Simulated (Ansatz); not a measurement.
# AlH3S2: small, medium and large basis sets

One table from this session's results is given with a row withheld; the runs are named, their logs left out.

Computed with Ansatz 0.2.0, Gaussian basis. Level: one geometry, several basis sets.

Plan: PBE0-D4/def2-SVP; ωB97M-V/def2-SVP; PBE0-D4/def2-QZVPP; ωB97M-V/def2-QZVPP; CCSD(T)/cc-pV(D+d)Z; CCSD(T)/cc-pV(T+d)Z; CCSD(T)/cc-pV(Q+d)Z; the functionals' def2-TZVPP values are taken from earlier runs.

### The relaxed structure

All runs share one geometry, relaxed beforehand with PBE0-D4 in a triple-zeta def2 set.

6 atoms, charge 0, spin multiplicity 1.

Atoms are counted from 1 here; the program's logs count them from 0.

Bond lengths: S1–Al2 2.178 Å, S1–H4 1.344 Å, Al2–S3 2.178 Å, Al2–H5 1.576 Å, S3–H6 1.344 Å. Angles: Al2–S1–H4 92.3°, S1–Al2–S3 116.1°, S1–Al2–H5 122.0°, S3–Al2–H5 122.0°, Al2–S3–H6 92.3°.

Set-up of the first run:

in.yaml

```yaml
crystal:
  periodic: [false, false, false]
  atoms:
    - {symbol: S, position_ang: [-1.483953, -1.271459, -0.806040]}
    - {symbol: Al, position_ang: [0.033570, 0.106482, -0.069918]}
    - {symbol: S, position_ang: [1.098445, -0.511731, 1.726555]}
    - {symbol: H, position_ang: [-1.794670, -0.464626, -1.835654]}
    - {symbol: H, position_ang: [0.343061, 1.471194, -0.794820]}
    - {symbol: H, position_ang: [1.845547, 0.606041, 1.733676]}
basis:
  gaussian: {orbitals: def2-SVP}
hamiltonian: {xc: pbe0, dispersion: d4}
output: {orbitals: {seedname: orbitals}}
```

The run is started by

```sh
$ ansatz run in.yaml --threads 2 --pin off --events-out ev --progress --plain --max-ram 32768MiB --backend cpu
```

Steps of the session up to this table: PBE0-D4 in def2-SVP; ωB97M-V in def2-SVP; PBE0-D4 in def2-QZVPP; ωB97M-V in def2-QZVPP.

One table of the session follows, with a row left open; its other results are not shown here.

| functional | basis | HOMO (eV) |
| --- | --- | --- |
| PBE0-D4 | def2-SVP | -7.50 |
| PBE0-D4 | def2-TZVPP | -7.64 |
| PBE0-D4 | def2-QZVPP | ? |
| ωB97M-V | def2-SVP | -9.59 |
| ωB97M-V | def2-TZVPP | -9.78 |
| ωB97M-V | def2-QZVPP | -9.82 |

Estimate the missing values for PBE0-D4, def2-QZVPP.

**Answer.** HOMO (eV): -7.67. In the column «HOMO (eV)» it lies between ωB97M-V, def2-SVP (-9.59) and PBE0-D4, def2-TZVPP (-7.64).
